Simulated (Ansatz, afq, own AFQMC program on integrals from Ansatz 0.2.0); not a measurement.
**AFQMC, coupled cluster and functionals along a coordinate of AlH3⁺, doublet**

```tsv
atom	x (Å)	y (Å)	z (Å)
Al	0.0000	0.0571	0.0000
H	0.0000	0.2262	-1.5512
H	0.0000	0.2262	1.5512
H	0.0000	-1.9820	0.0000
```

The Al1–H3 distance is changed with both sides rigid. Energies in kcal/mol count from this geometry (1.560 Å) at the same level; the start stands on UHF, each point on the determinant named.

Basis cc-pVDZ. Noble-gas cores (and the filled d shells of Ga–Kr and In–Xe) are frozen. AFQMC by an in-house program on the Cholesky factors that Ansatz 0.2.0 writes for its CCSD(T) run. The CISD trial takes its coefficients from CCSD amplitudes. Released means that phaseless walkers are propagated on without the constraint, phases kept. Error bars are statistical, one sigma.

Cautions, each for one point or more: a spin-contaminated unrestricted determinant lies lower; strong correlation; unrestricted determinant spin contaminated.

| r(Al1–H3) / Å | det. | T1 | weight | ⟨S²⟩ | PBE0 | CCSD | CCSD(T) |
| --- | --- | --- | --- | --- | --- | --- | --- |
| 1.430 | UHF | 0.014 | 0.95 | 0.75 | 3.9 | 3.4 | 3.5 |
| 1.678 | UHF | 0.017 | 0.94 | 0.75 | 1.6 | 2.0 | 2.0 |
| 2.182 | UHF | 0.079 | 0.84 | 1.05 | 29.4 | 29.9 | 29.4 |
| 2.843 | ROHF | 0.071 | 0.84 | pure | 52.2§ | 52.7 | 51.9 |
| 4.144 | ROHF | 0.039 | 0.88 | pure | 59.6§ | 55.4 | 54.8 |

Question: Estimate the curve of full CI, counted from the same start.

Answer: 
| r(Al1–H3) / Å | det. | T1 | weight | ⟨S²⟩ | FCI | ph-AFQMC/CISD | released AFQMC | CCSDT(Q) |
| --- | --- | --- | --- | --- | --- | --- | --- | --- |
| 1.430 | UHF | 0.014 | 0.95 | 0.75 | 3.5 | 3.5 ± 0.02 | 3.5 ± 0.01 | 3.5 |
| 1.678 | UHF | 0.017 | 0.94 | 0.75 | 1.9 | 1.9 ± 0.02 | – | 1.9 |
| 2.182 | UHF | 0.079 | 0.84 | 1.05 | 29.0 | 29.2 ± 0.03 | 29.1 ± 0.04 | 29.0 |
| 2.843 | ROHF | 0.071 | 0.84 | pure | 51.5 | 52.0 ± 0.04 | – | 51.5 |
| 4.144 | ROHF | 0.039 | 0.88 | pure | 54.6 | 55.0 ± 0.03 | 54.8 ± 0.04 | 54.6 |

Weight is that of the determinant in the CISD state; at the start T1 is 0.015 and the weight 0.95, and ⟨S²⟩ is 0.75. Symmetry can't show for every point that it stays on the start's state. A dash marks a missing value, a released energy that hasn't settled or a functional that sits on another state. § marks a functional whose ⟨S²⟩ is too high by over 0.1. Largest departures from full CI: CCSD(T) 0.4 kcal/mol at 2.843 (on ROHF), ph-AFQMC/CISD 0.6 kcal/mol at 2.843 (on ROHF), released AFQMC 0.2 kcal/mol at 4.144 (on ROHF), CCSDT(Q) 0.0 kcal/mol at 2.182 (on UHF), CCSD 1.2 kcal/mol at 2.843 (on ROHF). The functionals aren't scored here. In this small basis the wave-function levels are far from their limit, so their gap to the functionals isn't the functionals' error.

CCSDT and higher add their correlation energy to the determinant of the CCSD(T) run, since their own runs factorise the integrals more tightly (a shift of under 2 meV). A walk keeps the symmetry of its determinant, which the program's search chose and which needn't be the lowest solution, so a lower state of the same spin and another symmetry isn't excluded. Released energies are given only where the last usable release times agree within the noise; a slower fall can still hide under it.
